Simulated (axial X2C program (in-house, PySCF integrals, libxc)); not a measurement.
LiH⁺: from Re and ωe to a spectrum

A bond curve at the CCSD(T) level, with spin–orbit coupling, was computed with an in-house all-electron X2C program for linear molecules (integrals from PySCF) (basis Li dyall-cv3z [7s8p2d], H dyall-v3z [6s2p1d] (cores contracted in-house)) for the state Ω = 1/2 (⟨Sz⟩ = 0.50, ⟨Lz⟩ = 0.00 at HF). Its fit gives Re = 2.2190 Å, ωe = 422.4 cm⁻¹, ωexe = 42.5 cm⁻¹ and αe = 4.928e-01 cm⁻¹; the masses are 7.0160 and 1.0078 u. Two-component means X2C with spin–orbit coupling and atomic mean-field Coulomb and Gaunt terms.

Correlated methods: 1 electrons correlated (number of frozen shells: Li 1 s; H none), 105 virtual spin orbitals or spinors in MP2.

(1) Find the reduced mass, Be and the force constant.

(2) A Morse curve ties αe to the other constants (Pekeris). How well does that hold?

(3) Estimate the centrifugal constant by the Kratzer relation.

(4) Scale the constants to the deuteride (D 2.0141 u) within the Born–Oppenheimer picture.

(5) Estimate De from a Morse curve and compare with the computed well depth of 0.127 eV to Li+ + H.

The state is one determinant whose occupation by symmetry is held fixed; it was picked as the lowest of a PBE0 search that is not exhaustive. De is counted from the lowest determinant-based energies of the atoms at the same level, without counterpoise correction. Coupled cluster ran in a truncated set of natural virtual spinors; the MP2 energy of the rest was added. (T) has no such correction and the atoms are truncated less, which lowers De at CCSD(T) by a hundredth of an eV or more. Under one Hamiltonian the search converged a single determinant, so lower ones may well exist. The bond is weak, and without diffuse functions and with truncated virtuals even CCSD(T) can be tens of per cent off in De.

Answers

(1) From the CCSD(T) values: μ = 0.8812 u. Be = 16.8576/(μ Re²) = 3.885 cm⁻¹. k = 5.8918×10⁻⁷ μ ωe² = 0.0926 mdyn/Å.

(2) αe(Morse) = 6Be²/ωe × (√(ωexe/Be) − 1) = 4.947e-01 cm⁻¹; the CCSD(T) curve gives 4.928e-01 cm⁻¹, a ratio of 1.00.

(3) D = 4Be³/ωe² = 1.31e-03 cm⁻¹.

(4) ρ = √(μH/μD) = 0.7504; ωe = 317.0, ωexe = 23.9, Be = 2.188 cm⁻¹; the zero-point energy falls by 48 cm⁻¹.

(5) De(Morse) = ωe²/(4ωexe) = 0.130 eV against 0.127 eV computed, a ratio of 1.02. For De the Morse form works well here.
